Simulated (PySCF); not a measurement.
Compound: C3H3N2 (charge -1).
SMILES with atom numbers: `[cH:1]1[cH:2][n-:3][cH:4][n:5]1` (hydrogens: H6 on C1; H7 on C2; H8 on C4)

The calculation used PBE0-D3(BJ)/def2-SVP geometry optimisation, gas phase (PySCF 2.14.0).

Task: What internal coordinates does the optimisation give?

Result: 
```json
{"bond": "C1–C2", "length (Å)": "1.395", "order": "aromatic"}
{"bond": "N3–C4, C4–N5", "length (Å)": "1.343", "order": "aromatic"}
{"bond": "C1–N5, C2–N3", "length (Å)": "1.361", "order": "aromatic"}
{"bond": "C1–H6, C2–H7", "length (Å)": "1.096", "order": "single"}
{"bond": "C4–H8", "length (Å)": "1.099", "order": "single"}
```

Bonds in one row agree within 0.01 Å and their mean is given. Orders are formal, as drawn. A selection of angles:
```json
{"angle": "C2–C1–N5", "degrees": "109.2"}
{"angle": "C2–C1–H6", "degrees": "128.9"}
{"angle": "N5–C1–H6", "degrees": "121.9"}
{"angle": "C2–N3–C4", "degrees": "102.4"}
{"angle": "N3–C4–N5", "degrees": "116.9"}
{"angle": "N3–C4–H8", "degrees": "121.6"}
```

C1 (aromatic CH next to a ring nitrogen) is planar (angles 128.9°, 121.9° and 109.2°, sum 360.0°, 0.00 Å off the plane of its three neighbours). The 5-membered ring C1–C2–N3–C4–N5 has internal angles of 102.4° to 116.9°; it is planar, 0.00 Å rms from its mean plane, widest ring torsion 0°. The 5 heavy atoms lie in one plane (0.000 Å rms). N3 (nitrogen bonded to 2 C) is bent (angle 102.4°). C4 (aromatic CH next to a ring nitrogen) is planar (angles 121.6°, 121.6° and 116.9°, sum 360.0°, 0.00 Å off the plane of its three neighbours).

Point group: C2v (tolerance 0.08 Å). No frequency check. The geometry's basis has no diffuse functions, a weakness for an anion.
